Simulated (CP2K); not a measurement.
# SiH2 (SMILES [SiH2]) at GFN1-xTB

Aim: the vertical ionisation energy of SiH2 at GFN1-xTB, from 2 runs. 

Program for the calculation: CP2K 2026.2.

2 further runs of the same task are left out: 2 set aside as unsound or not needed.

## Step 1: The structure to begin with

SiH2: 3 atoms, total charge 0, spin state singlet. SMILES: `[SiH2]`. The shape is that of a PBE0-D4/def2-TZVP optimisation.

Bond lengths: Si1–H2 1.525 Å, Si1–H3 1.525 Å. Angles: H2–Si1–H3 91.2°.

## Step 2: The energy at GFN1-xTB

The input, molecule.inp:

```
&GLOBAL
  PROJECT molecule
  RUN_TYPE ENERGY
  PRINT_LEVEL MEDIUM
&END GLOBAL
&FORCE_EVAL
  METHOD Quickstep
  &DFT
    &QS
      METHOD XTB
      EPS_DEFAULT 1.0E-10
      &XTB
        GFN_TYPE TBLITE
        &TBLITE
          METHOD GFN1
        &END TBLITE
        CHECK_ATOMIC_CHARGES F
      &END XTB
    &END QS
    ! no periodic images
    &POISSON
      PERIODIC NONE
      POISSON_SOLVER ANALYTIC
    &END POISSON
    &SCF
      SCF_GUESS ATOMIC
      EPS_SCF 1.0E-07
      MAX_SCF 150
      ADDED_MOS 4
      &DIAGONALIZATION
        ALGORITHM STANDARD
      &END DIAGONALIZATION
      &MIXING
        METHOD DIRECT_P_MIXING
        ALPHA 0.4
      &END MIXING
      &SMEAR ON
        METHOD FERMI_DIRAC
        ELECTRONIC_TEMPERATURE [K] 300
      &END SMEAR
    &END SCF
    &PRINT
      &MOMENTS
        PERIODIC F
        REFERENCE COM
        MAX_MOMENT 1
      &END MOMENTS
      &MO ON
        ENERGIES T
        OCCUPATION_NUMBERS T
        NDIGITS 6
        &EACH
          QS_SCF 0
        &END EACH
        ADD_LAST NUMERIC
      &END MO
      &HIRSHFELD OFF
      &END HIRSHFELD
    &END PRINT
  &END DFT
  &SUBSYS
    &CELL
      ABC 11.3 11.6 10.8
      PERIODIC NONE
    &END CELL
    &COORD
      Si    -0.491200     0.468600    -0.213600
      H      0.840300     0.578600     0.522500
      H     -0.349100    -1.047200    -0.308900
    &END COORD
    &TOPOLOGY
      &CENTER_COORDINATES
      &END CENTER_COORDINATES
    &END TOPOLOGY
  &END SUBSYS
&END FORCE_EVAL
```

The run is started by

```bash
$ OMP_NUM_THREADS=1 cp2k.psmp -i molecule.inp -o molecule.out
```

The log of the run:

```text
CP2K| version string:                                       CP2K version 2026.2
[...]
 GLOBAL| Method name                                                        CP2K
[...]
 GLOBAL| Run type                                                         ENERGY
[...]
                             - Atoms:                                          3
[...]
                             - Spherical basis functions:                     13
[...]
 Number of electrons:                                                          6
[...]
  *** SCF run converged in     8 steps ***
[...]
  Fermi energy:                                                -0.31474254433144
[...]
 TB_DIPOLE| Moment [Debye]         -0.79764866       0.76098244      -0.34685645
 TB_DIPOLE| Derivative [a.u.]       0.00000000       0.00000000       0.00000000
[...]
 ENERGY| Total FORCE_EVAL ( QS ) energy [hartree]             -2.829967063250577
[...]
```

Wall time 0.99 s (1 thread of Intel Xeon Platinum 8259CL at 2.50GHz (Skylake/Cascade Lake), shared host); peak memory 0.19 GiB.

## Step 3: The doublet cation, same level

The input, molecule.inp:

```
&GLOBAL
   PROJECT_NAME molecule
   RUN_TYPE ENERGY
   PRINT_LEVEL MEDIUM
&END

&FORCE_EVAL
   METHOD Quickstep
   &DFT
      CHARGE 1
      MULTIPLICITY 2
      UKS T
      &QS
         METHOD XTB
         EPS_DEFAULT 1.0E-10
         &XTB
            GFN_TYPE TBLITE
            &TBLITE
               METHOD GFN1
            &END
            CHECK_ATOMIC_CHARGES F
         &END
      &END
      &POISSON
         PERIODIC NONE
         POISSON_SOLVER ANALYTIC
      &END
      &SCF
         SCF_GUESS ATOMIC
         EPS_SCF 1.0E-07
         MAX_SCF 150
         ADDED_MOS 4
         &DIAGONALIZATION
            ALGORITHM STANDARD
         &END
         &MIXING
            METHOD DIRECT_P_MIXING
            ALPHA 0.4
         &END
         &SMEAR ON
            METHOD FERMI_DIRAC
            ELECTRONIC_TEMPERATURE [K] 300
            FIXED_MAGNETIC_MOMENT 1.0
         &END
      &END
      &PRINT
         &MOMENTS
            PERIODIC F
            REFERENCE COM
            MAX_MOMENT 1
         &END
         &MO ON
            ENERGIES T
            OCCUPATION_NUMBERS T
            NDIGITS 6
            &EACH
               QS_SCF 0
            &END
            ADD_LAST NUMERIC
         &END
         &HIRSHFELD OFF
         &END
      &END
   &END
   &SUBSYS
      &CELL
         ABC [angstrom] 11.3 11.6 10.8
         PERIODIC NONE
      &END
      &COORD
         Si    -0.491200     0.468600    -0.213600
         H      0.840300     0.578600     0.522500
         H     -0.349100    -1.047200    -0.308900
      &END
      &TOPOLOGY
         &CENTER_COORDINATES
         &END
      &END
   &END
&END
```

The run is started by

```bash
$ OMP_NUM_THREADS=1 cp2k.psmp -i molecule.inp > molecule.out 2>&1
```

The log of the run:

```text
CP2K| version string:                                       CP2K version 2026.2
[...]
 GLOBAL| Method name                                                        CP2K
[...]
 GLOBAL| Run type                                                         ENERGY
[...]
                             - Atoms:                                          3
[...]
                             - Spherical basis functions:                     13
[...]
 Number of electrons:                                                          3
[...]
  *** SCF run converged in    11 steps ***
[...]
  Fermi energy:                                                -0.63566736388761
[...]
 TB_DIPOLE| Moment [Debye]          0.46357204      -0.44223747       0.20158654
 TB_DIPOLE| Derivative [a.u.]       0.00000000       0.00000000       0.00000000
[...]
 ENERGY| Total FORCE_EVAL ( QS ) energy [hartree]             -2.324285602163857
[...]
```

Run time: 0.97 s. Hardware: 1 thread of Intel Xeon Platinum 8259CL at 2.50GHz (Skylake/Cascade Lake), shared host; peak memory 0.19 GiB.

## Step 4: Outcome

Level: GFN1-xTB.

| quantity | value |
| --- | --- |
| singlet SiH2: total energy | -2.82997 Eh |
| singlet SiH2: dipole moment (from atomic charges alone) | 1.16 D |
| singlet SiH2: HOMO energy | -10.21 eV |
| singlet SiH2: LUMO energy | -7.63 eV |
| singlet SiH2: HOMO–LUMO gap | 2.58 eV |
| singlet SiH2: dispersion energy | -0.86 kJ/mol |
| doublet cation: total energy | -2.32429 Eh |
| doublet cation: HOMO energy (highest over α and β) | -18.07 eV |
| doublet cation: LUMO energy (lowest over α and β) | -17.52 eV |
| doublet cation: dispersion energy | -0.86 kJ/mol |
| vertical ionisation energy (to the doublet cation) | 13.760 eV |

**Reading.** Removing an electron at fixed nuclei costs 13.76 eV (317 kcal/mol). No empirical shift is applied, and without it xTB methods put this difference several eV too high. The dipole (singlet SiH2) comes from point charges on the atoms alone, without atomic dipoles, so it is partial.
